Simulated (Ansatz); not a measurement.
The parent structure is GaP in the zinc blende structure (space group F-43m, No. 216; a = 5.4384 Å).

Method: PBEsol, PAW, 420 eV (Ansatz, a program for electronic structure; without spin-orbit coupling).

One thing is altered: Al takes the place of Ga on all its sites; the structure is relaxed again.

Measured band gap: GaP 2.43 eV (static lattice; corrected from measurement; as listed in Wei Chen et al., Physical Review Materials (2018)); AlP 2.54 eV (static lattice; corrected from measurement; as listed in Wei Chen et al., Physical Review Materials (2018)).

Measured lattice parameter a: GaP 5.439 Å (static lattice; corrected from measurement; as listed in Daniel Mejia-Rodriguez, S. B. Trickey, Phys. Rev. B (2018)); AlP 5.451 Å (static lattice; corrected from measurement; as listed in Daniel Mejia-Rodriguez, S. B. Trickey, Phys. Rev. B (2018)).

Task: How well does PBEsol reproduce the measured shift?

Result: With PBEsol the band gap moves by -0.00 eV (1.45 → 1.45) against +0.11 eV measured; the lattice parameter a moves by +0.032 Å (5.438 → 5.470) against +0.012 Å measured.

Gaps are read on the SCF mesh and a high-symmetry path. Whether these cells are dynamically stable was not tested.
